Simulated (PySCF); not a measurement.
# CH5NSi: the cost of one run

The runs use PySCF 2.14.0, with density-fitted response routines of our own; the level of theory stands in each step. All values are computed, except where a source is named. Atoms count from 0, in the outputs and in this text.

**1. Starting geometry**

8 atoms, charge 0, multiplicity 1; geometry from: PBE0-D3(BJ)/def2-SVP.

Bonds of the start (Å): N0–C1 1.27, C1–Si2 1.90, N0–H3 1.03, C1–H4 1.11, Si2–H5 1.50, Si2–H6 1.50, Si2–H7 1.49.

**2. Core-electron binding energies: SCAN, X2C**

What the job is given:

```
{"job": {"kind": "xps"}, "charge": 0, "multiplicity": 1}
N      1.579898    -0.442237    -0.557516
C      0.751223     0.070924     0.261316
Si    -1.104544     0.042709    -0.130345
H      2.541611    -0.355832    -0.204967
H      1.071598     0.540455     1.217489
H     -1.807894    -0.805890     0.881549
H     -1.650900     1.431243    -0.018708
H     -1.327298    -0.495208    -1.500754
```

With the program's defaults for keys left out, this is: delta-SCF UKS SCAN, pcX-2 on the ionised atom, pcseg-1 elsewhere, spin-free X2C.

Started as:

```
> OMP_NUM_THREADS=1 python probes_run.py task.json out
```

The driver reads the jobs from task.json and runs them one after another.

**Question.** How long does this first job take on 1 thread of Intel Xeon Platinum 8259CL at 2.50GHz, shared host, and how much memory does it need?

About 12 s, with a peak of 0.35 GiB.
